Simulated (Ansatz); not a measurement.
# C3H3F2N: up Jacob's ladder to CCSD(T)

Aim: compute C3H3F2N with functionals from several rungs and with coupled cluster, and see how far each lands from CCSD(T) at the basis-set limit for the atomisation energy.

The runs use Ansatz 0.2.0, Gaussian basis; functionals in def2-TZVPP, the program's frozen cores in correlated methods.

The runs, in order: PBE-D4, r2SCAN-D4, PBE0-D4, B3LYP-D4, ωB97X-V, ωB97M-V, B2PLYP; CCSD(T)/def2-TZVPP; MP2/def2-QZVPP; extrapolation to the limit.

## 1. The relaxed structure

The geometry comes from an earlier relaxation with PBE0-D4 in a triple-zeta def2 set; it is a stationary point, not always the lowest conformer.

SMILES `FCC1(F)C=N1`, 9 atoms, charge 0, spin multiplicity 1.

Atoms are counted from 1 here; the program's logs count them from 0.

Bond lengths: F1–C2 1.379 Å, C2–C3 1.491 Å, C2–H7 1.092 Å, C2–H8 1.094 Å, C3–F4 1.364 Å, C3–C5 1.422 Å, C3–N6 1.476 Å, C5–N6 1.258 Å, C5–H9 1.082 Å. Angles: F1–C2–C3 110.7°, F1–C2–H7 108.7°, F1–C2–H8 108.2°, C3–C2–H7 109.6°, C3–C2–H8 109.8°, H7–C2–H8 109.9°, C2–C3–F4 111.7°, C2–C3–C5 127.2°, C2–C3–N6 120.1°, F4–C3–C5 117.8°, F4–C3–N6 115.0°, C5–C3–N6 51.4°, C3–C5–N6 66.5°, C3–C5–H9 153.9°, N6–C5–H9 139.4°, C3–N6–C5 62.1°.

## 2. PBE-D4 (GGA)

in.yaml reads:

```yaml
crystal:
  periodic: [false, false, false]
  atoms:
    - {symbol: F, position_ang: [-0.432089, -1.968558, 0.282223]}
    - {symbol: C, position_ang: [0.472451, -1.014289, -0.133589]}
    - {symbol: C, position_ang: [-0.202119, 0.301532, -0.325365]}
    - {symbol: F, position_ang: [-0.985854, 0.308081, -1.441102]}
    - {symbol: C, position_ang: [-0.448577, 1.294099, 0.663072]}
    - {symbol: N, position_ang: [0.536564, 1.554894, -0.075079]}
    - {symbol: H, position_ang: [1.253127, -0.918790, 0.624021]}
    - {symbol: H, position_ang: [0.910087, -1.347645, -1.078765]}
    - {symbol: H, position_ang: [-1.015190, 1.744478, 1.467582]}
basis:
  gaussian: {orbitals: def2-TZVPP}
hamiltonian: {xc: pbe, dispersion: d4}
output: {forces: true, orbitals: {seedname: orbitals}}
```

On the command line:

```console
> ansatz run in.yaml --threads 4 --pin off --events-out ev --progress --plain --max-ram 10444MiB
```

The runs that follow: r2SCAN-D4 (meta-GGA); PBE0-D4 (hybrid); B3LYP-D4 (hybrid); ωB97X-V (range-separated); ωB97M-V (range-separated); B2PLYP (double hybrid); CCSD(T) in def2-TZVPP; MP2 in def2-QZVPP.

Q: Predict the results of all the runs planned. Wanted: atomisation energy, CCSD(T)/CBS; farthest; mean size of error, hybrid; mean size of error, range-separated; gap, smallest and largest; T1 diagnostic; triples share of the correlation energy.

The runs gave:

| quantity | value |
| --- | --- |
| atomisation energy, CCSD(T)/CBS | 38.294 eV |
| functionals within 0.191 eV (0.5 %) | B3LYP-D4 |
| farthest | PBE-D4 (+2.093 eV) |
| mean size of error, hybrid | 0.354 eV |
| mean size of error, range-separated | 0.341 eV |
| gap, smallest and largest | 4.42 eV (PBE-D4), 11.88 eV (ωB97X-V) |
| T1 diagnostic | 0.0118 |
| triples share of the correlation energy | 3.9 % |

What this shows: PBE-D4 is off by +2.093 eV. Double hybrids carry the basis error of their MP2 part in triple zeta, and no dispersion term here, so their miss is partly the set-up's. The reference freezes the cores and leaves out relativity and excitations past (T), so misses under about 0.191 eV can't be ranked. Hartree-Fock recovers 67 % of the binding; the rest is correlation. The gap grows from 4.4 to 11.9 eV across the functionals, mostly with the share of exact exchange.
